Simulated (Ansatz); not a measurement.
```xyz
8

C    -0.855    0.381    0.751
Si    0.736    0.990   -0.100
N     1.117   -0.423   -0.981
H    -1.332   -0.481    0.275
H    -1.587    1.190    0.827
H    -0.601    0.103    1.782
H     1.944   -0.484   -1.554
H     0.578   -1.277   -1.000
```

The species carries charge 0 and has multiplicity 1.

(1) List the PBE0/def2-TZVPP orbital energies in eV (Ansatz 0.2.0). (Best estimate.)

Results:

(1) Computed: Occupied: -1802.32, -391.25, -277.46, -144.53, -99.28, -99.15, -99.06, -23.96, -19.30, -14.07, -13.94, -11.26, -11.12, -9.55, -8.29, -6.03. Lowest empty: -1.07, 0.78, 1.29, 2.36, 2.58, 3.17, 3.37, 4.02.
